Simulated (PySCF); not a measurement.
## Running PySCF for CN⁻

Input:

```python
from pyscf import gto, scf, solvent

mol = gto.M(
    atom='C 0 0 0; N 0 0 1.187',
    basis='def2-svpd',
    charge=-1,
    spin=0,
    symmetry=True,
    verbose=4,
)
mf = scf.RHF(mol)
mf = solvent.PCM(mf)
mf.with_solvent.eps = 78.36
mf.kernel()
mf.analyze()
print('orbital energies (hartree):', mf.mo_energy[..., max(0, mol.nelec[1]-3):mol.nelec[0]+3].round(4))
```

```bash
$ OMP_NUM_THREADS=1 python input.py
```

The log (some set-up lines and the per-cycle HOMO/LUMO lines with their warnings removed):

```
PySCF version 2.14.0

[INPUT] Symbol           X                Y                Z      unit          X                Y                Z       unit  Magmom
[INPUT]  1 C      0.000000000000   0.000000000000   0.000000000000 AA    0.000000000000   0.000000000000   0.000000000000 Bohr   0.0
[INPUT]  2 N      0.000000000000   0.000000000000   1.187000000000 AA    0.000000000000   0.000000000000   2.243104909859 Bohr   0.0

nuclear repulsion = 18.7240462162089
point group symmetry = Coov
symmetry origin: [0.         0.         1.20782572]
symmetry axis x: [1. 0. 0.]
symmetry axis y: [0. 1. 0.]
symmetry axis z: [0. 0. 1.]
num. orbitals of irrep A1 = 16
num. orbitals of irrep E1x = 8
num. orbitals of irrep E1y = 8
num. orbitals of irrep E2x = 4
num. orbitals of irrep E2y = 4
number of shells = 16
number of NR pGTOs = 60
number of NR cGTOs = 40
basis = def2-svpd
ecp = {}

******** <class 'pyscf.solvent._attach_solvent.PCMSymAdaptedRHF'> ********
method = PCMSymAdaptedRHF
initial guess = minao
damping factor = 0
level_shift factor = 0
DIIS = <class 'pyscf.scf.diis.CDIIS'>
SCF conv_tol = 1e-09
SCF max_cycles = 50
******** <class 'pyscf.solvent.pcm.PCM'> (In testing) ********

WARN: PCM is an experimental feature. It is still in testing.
Features and APIs may be changed in the future.

lebedev_order = 29 (302 grids per sphere)
eps = 78.36
frozen = False
Freeze 0 electrons in irreps []
    14 free electrons in irreps A1 E1x E1y E2x E2y
Initial guess from minao.
PCM E_diel = -2.35582809982824e-05
Solvent Energy = -2.35582809982824e-05
init E= -92.0628595277778
PCM E_diel = -0.118112343326605
Solvent Energy = -0.118112343326605
cycle= 1 E= -92.3105711474343  delta_E= -0.248  |g|= 0.323  |ddm|=  1.6
PCM E_diel = -0.113217159835542
Solvent Energy = -0.113217159835542
cycle= 2 E= -92.3322132755935  delta_E= -0.0216  |g|= 0.223  |ddm|= 0.601
PCM E_diel = -0.114328691510364
Solvent Energy = -0.114328691510364
cycle= 3 E= -92.342696029454  delta_E= -0.0105  |g|= 0.0355  |ddm|= 0.25
PCM E_diel = -0.113924217252319
Solvent Energy = -0.113924217252319
cycle= 4 E= -92.3431877001741  delta_E= -0.000492  |g|= 0.00911  |ddm|= 0.0682
PCM E_diel = -0.113879664851766
Solvent Energy = -0.113879664851766
cycle= 5 E= -92.3432192806324  delta_E= -3.16e-05  |g|= 0.00198  |ddm|= 0.022
PCM E_diel = -0.113848260243333
Solvent Energy = -0.113848260243333
cycle= 6 E= -92.3432227827166  delta_E= -3.5e-06  |g|= 0.000813  |ddm|= 0.00946
PCM E_diel = -0.11383103436077
Solvent Energy = -0.11383103436077
cycle= 7 E= -92.3432234053924  delta_E= -6.23e-07  |g|= 0.000146  |ddm|= 0.0051
PCM E_diel = -0.113828486008611
Solvent Energy = -0.113828486008611
cycle= 8 E= -92.3432234188248  delta_E= -1.34e-08  |g|= 1.27e-05  |ddm|= 0.000677
PCM E_diel = -0.113828365645973
Solvent Energy = -0.113828365645973
cycle= 9 E= -92.3432234189047  delta_E= -7.99e-11  |g|= 1.92e-06  |ddm|= 3.73e-05
PCM E_diel = -0.113828367836066
Solvent Energy = -0.113828367836066
Extra cycle  E= -92.3432234189069  delta_E= -2.12e-12  |g|= 7.39e-07  |ddm|= 4.74e-06
converged SCF energy = -92.3432234189069
**** SCF Summaries ****
Total Energy =                         -92.343223418906859
Nuclear Repulsion Energy =              18.724046216208929
One-electron Energy =                 -165.961599463605495
Two-electron Energy =                   55.008158196325766
Two-electron Coulomb Energy =           66.874151591183846
DFT Exchange-Correlation Energy =      -11.865993394858080
Wave-function symmetry id = 0
**** MO energy ****
MO #1 (A1 #1), energy= -15.501882944101 occ= 2
MO #2 (A1 #2), energy= -11.1927474225023 occ= 2
MO #3 (A1 #3), energy= -1.12180355605348 occ= 2
MO #4 (A1 #4), energy= -0.550415112551002 occ= 2
MO #5 (E1x #1), energy= -0.40982119022586 occ= 2
MO #6 (E1y #1), energy= -0.40982119022586 occ= 2
MO #7 (A1 #5), energy= -0.407394624250226 occ= 2
MO #8 (A1 #6), energy= 0.171839628020155 occ= 0
MO #9 (E1x #2), energy= 0.229264961545262 occ= 0
MO #10 (E1y #2), energy= 0.229264961545262 occ= 0
[30 lines left out]
 ** Mulliken pop on meta-lowdin orthogonal AOs  **
 ** Mulliken pop  **
pop of  0 C 1s            1.99998
pop of  0 C 2s            1.53247
pop of  0 C 3s            0.05468
pop of  0 C 4s            0.00314
pop of  0 C 2px           0.77563
pop of  0 C 2py           0.77563
pop of  0 C 2pz           1.25637
pop of  0 C 3px           0.00216
pop of  0 C 3py           0.00216
pop of  0 C 3pz           0.01541
pop of  0 C 3dxy          0.00000
pop of  0 C 3dyz          0.00751
[28 lines left out]
 ** Mulliken atomic charges  **
charge of    0C =     -0.43930
charge of    1N =     -0.56070

WARN: System has nonzero charge -1; the dipole moment is origin-dependent.
Location of origin: [0. 0. 0.]

Dipole moment(X, Y, Z, Debye):  0.00000,  0.00000, -2.88100
orbital energies (hartree): [-0.4098 -0.4098 -0.4074  0.1718  0.2293  0.2293]
```

In short: E(SCF) = -92.343223 Eh, 9 cycles.

Run time: 2.5 s on 1 thread of Intel Xeon Platinum 8259CL @ 2.50GHz (shared host), peak memory 0.14 GiB.

Stability towards an unrestricted solution was not tested. The bond length is a typed value, not an optimised one. The dipole of an ion depends on the origin.
